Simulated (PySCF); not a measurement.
Potential energy curve for H3N, SMILES N. The N1–H4 bond (N1 also carries H, H; H4 carries nothing else) is stretched with both fragments frozen at the PBE0/def2-TZVP optimised geometry.

Computed with: RKS-PBE = restricted PBE/cc-pVTZ (PySCF 2.14.0); UKS-PBE = unrestricted PBE/cc-pVTZ (PySCF); UKS-M06-2X = unrestricted M06-2X/cc-pVTZ (PySCF 2.14.0); UCCSD(T) = CCSD(T) on UHF/cc-pVTZ, 1 core orbital frozen (PySCF).

Energies relative to the lowest point of each curve near equilibrium, in kJ/mol; the last columns give the difference from UCCSD(T):

| R / Å | RKS-PBE | UKS-PBE | UKS-M06-2X | UCCSD(T) | RKS-PBE − UCCSD(T) | UKS-PBE − UCCSD(T) | UKS-M06-2X − UCCSD(T) |
|---|---|---|---|---|---|---|---|
| 0.82 | 129.1 | 129.1 | 123.1 | 123.3 | 5.8 | 5.8 | -0.2 |
| 0.86 | 74.9 | 74.9 | 70.0 | 70.1 | 4.7 | 4.7 | -0.1 |
| 0.91 | 31.4 | 31.4 | 28.1 | 28.1 | 3.3 | 3.3 | 0.0 |
| 0.96 | 8.2 | 8.2 | 6.5 | 6.5 | 1.7 | 1.7 | 0.0 |
| 0.97 | 5.5 | 5.5 | 4.2 | 4.2 | 1.3 | 1.3 | 0.0 |
| 1.01 | 0.0 | 0.0 | 0.0 | 0.0 | 0.0 | 0.0 | 0.0 |
| 1.04 | 0.5 | 0.5 | 1.6 | 1.5 | -1.0 | -1.0 | 0.1 |
| 1.07 | 4.3 | 4.3 | 6.5 | 6.3 | -2.0 | -2.0 | 0.1 |
| 1.11 | 13.3 | 13.3 | 17.1 | 16.7 | -3.4 | -3.4 | 0.3 |
| 1.18 | 37.3 | 37.3 | 43.9 | 43.0 | -5.7 | -5.7 | 0.9 |
| 1.25 | 67.9 | 67.9 | 77.8 | 75.8 | -7.8 | -7.8 | 2.0 |
| 1.36 | 122.6 | 122.6 | 138.0 | 133.2 | -10.5 | -10.5 | 4.9 |
| 1.50 | 194.7 | 194.7 | 217.8 | 207.6 | -13.0 | -13.0 | 10.2 |
| 1.67 | 276.6 | 276.6 | 310.0 | 291.0 | -14.5 | -14.5 | 18.9 |
| 1.84 | 348.0 | 348.0 | 391.6 | 359.5 | -11.5 | -11.5 | 32.1 |
| 2.02 | 411.1 | 403.5 | 437.9 | 414.4 | -3.3 | -11.0 | 23.4 |
| 2.24 | 472.2 | 439.1 | 461.8 | 451.1 | 21.2 | -12.0 | 10.7 |
| 2.50 | 525.9 | 458.3 | 472.8 | 465.8 | 60.1 | -7.5 | 7.0 |
| 2.75 | 562.9 | 466.5 | 477.2 | 470.1 | 92.8 | -3.6 | 7.2 |
| 3.05 | 593.9 | 470.9 | 479.7 | 471.8 | 122.1 | -0.9 | 7.9 |
| 3.54 | 624.2 | 473.7 | 480.5 | 472.8 | 151.3 | 0.8 | 7.7 |

RKS-PBE is furthest from UCCSD(T) at 3.54 (151.3 kJ/mol, above); its mean absolute difference over the points is 25.6 kJ/mol.

UKS-PBE is furthest from UCCSD(T) at 1.67 (-14.5 kJ/mol, below); its mean absolute difference over the points is 5.8 kJ/mol.

UKS-M06-2X is furthest from UCCSD(T) at 1.84 (32.1 kJ/mol, above); its mean absolute difference over the points is 6.4 kJ/mol.

The restricted form behind RKS-PBE keeps the bonding electrons paired and can't separate into open-shell fragments. The unrestricted determinant behind UKS-PBE is spin-contaminated at 2.02 to 3.54 Å (<S²> up to 1.0, against 0.00 for a pure singlet). The unrestricted determinant behind UKS-M06-2X is spin-contaminated at 1.84 to 3.54 Å (<S²> up to 1.0, against 0.00 for a pure singlet). The unrestricted determinant behind UCCSD(T) is spin-contaminated at 1.50 to 3.54 Å (<S²> up to 1.0, against 0.00 for a pure singlet).
